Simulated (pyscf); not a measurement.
PySCF, gas phase, ωB97X-D3(BJ)/def2-SVP geometries.

Question: For the elementary gas-phase step [HN–Zr(NH₂)(Cl)–Cl]• + H₂ -> H₂N–Zr(NH₂)(Cl)–Cl + H• (doublet surface; H–H broken, H–N formed), what barrier and reaction energy does ωB97M-D3(BJ)/def2-TZVP give, measured from the separated reactants?

Answer: ΔE‡ = 33.3 kJ/mol, ΔE = -37.6 kJ/mol. Zero-point energy shifts the barrier by +0.3 kJ/mol. It is a hydrogen abstraction, with an imaginary mode of 1197i cm⁻¹. One saddle was located; it need not be the lowest between these sides. The angle at the transferred H is 174°. Open-shell species with a d-block atom are single-reference here; other states, and whether the spin sits on metal or ligand, were not checked. Elements past Kr carry the def2 core potentials, without spin-orbit coupling.
